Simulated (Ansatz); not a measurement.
HBGe, triplet: the ladder up to full CI

Geometry: a PBE0/def2-TZVP stationary point for this spin, not checked as a minimum.

```xyz
3

Ge    0.0000    0.0000    1.6897
B     0.0000    0.0000   -0.2506
H     0.0000    0.0000   -1.4391
```

Basis cc-pVDZ; Ansatz 0.2.0. Correlated methods freeze the noble-gas cores and the filled d shells of p-block atoms, which leaves 8 electrons in 31 orbitals. R marks a restricted (for open shells ROHF) determinant, U an unrestricted one. Active spaces: valence = (8e, 9o) chosen from the atoms' valence shells. No spin–orbit coupling is included, and no scalar relativity.

Full CI is exact within this basis and frozen core; it isn't the basis-set limit. The frozen core follows each run's orbitals, which can shift R against U totals by a few meV for light atoms and by up to 0.1 eV past Ca.

For open shells CISD and CISDTQ are restricted-active-space CI with the open shells as a complete middle space.

```
UHF ⟨S²⟩                          : 2.016
T1 diagnostic (RCCSD)             : 0.0201
largest doubles amplitude (RCCSD) : 0.097
```

| level | E − E(full CI) (meV) | share of correlation (%) | wall time |
| --- | --- | --- | --- |
| RHF | 4468 | 0.00 | – |
| RMP2 | 1000 | 77.62 | – |
| CISD | 439 | 90.17 | 1.2 s |
| RCCSD | 203 | 95.46 | – |
| RCCSD(T) | 47 | 98.95 | 2.2 s |
| BCCD(T) | 47 | 98.94 | 2.4 s |
| RCCSDT | 12 | 99.74 | – |
| CISDTQ | 16 | 99.64 | 12 s (H100) |
| RCCSDT(Q) | 2 | 99.96 | 6.5 s |
| RCCSDTQ | 1 | 99.99 | 20 s (H100) |
| CASSCF (valence space) | 2582 | 42.21 | – |
| NEVPT2 (valence space) | 643 | 85.62 | 3.2 s |
| MRCISD (valence space) | 138 | 96.91 | – |
| MRCISD+Q (valence space) | -1 | 100.03 | 4.5 s |

The correlation energy at full CI, counted from RHF, is -4.468 eV. That run took 54 s on 2 threads of AMD EPYC 7R13 with a shared H100 80 GB, shared host over 247,510,956 determinants.

Run but not shown, since their state or frozen core can't be matched to the reference's or they repeat it: UHF, UMP2, UCCSD, UCCSD(T), UCCSDT, UCCSDT(Q), UCCSDTQ.

Times hold each run's SCF and search for its determinant on a shared host, so for small cases they say little of a method's own cost; rows without a card ran on 1 thread of AMD EPYC 7R13.

The full-CI state has the irrep A2 of C2v, in the program's axes (one component, if the state is degenerate).

Natural occupations of full CI about the gap: 1.955 1.949 1.910 0.970 0.970 0.052 0.052 0.040 0.020 0.010; effectively unpaired electrons, Σ n²(2−n)², 2.07.

Atomization energy (electronic, same basis, no zero-point term; atoms at the same level, unrestricted beside the R rows where the molecule is a closed shell, but restricted open-shell past Ca, as are all atoms' steps beyond CCSDT(Q)) at full CI: 634.5 kJ/mol. Errors of other levels:

```json
{"level": "RHF", "error (kJ/mol)": "-106.7"}
{"level": "RMP2", "error (kJ/mol)": "10.4"}
{"level": "CISD", "error (kJ/mol)": "-35.2"}
{"level": "RCCSD", "error (kJ/mol)": "-13.4"}
{"level": "RCCSD(T)", "error (kJ/mol)": "-2.7"}
{"level": "BCCD(T)", "error (kJ/mol)": "-2.8"}
{"level": "RCCSDT", "error (kJ/mol)": "-1.1"}
{"level": "CISDTQ", "error (kJ/mol)": "-1.5"}
{"level": "RCCSDT(Q)", "error (kJ/mol)": "-0.2"}
{"level": "RCCSDTQ", "error (kJ/mol)": "-0.1"}
{"level": "CASSCF (valence space)", "error (kJ/mol)": "-45.3"}
{"level": "NEVPT2 (valence space)", "error (kJ/mol)": "-8.8"}
{"level": "MRCISD (valence space)", "error (kJ/mol)": "-10.8"}
{"level": "MRCISD+Q (valence space)", "error (kJ/mol)": "-4.4"}
```

This basis is far from its limit, so the value isn't to be set against a measured one. Truncated CI isn't size-consistent, which counts against it in atomization.
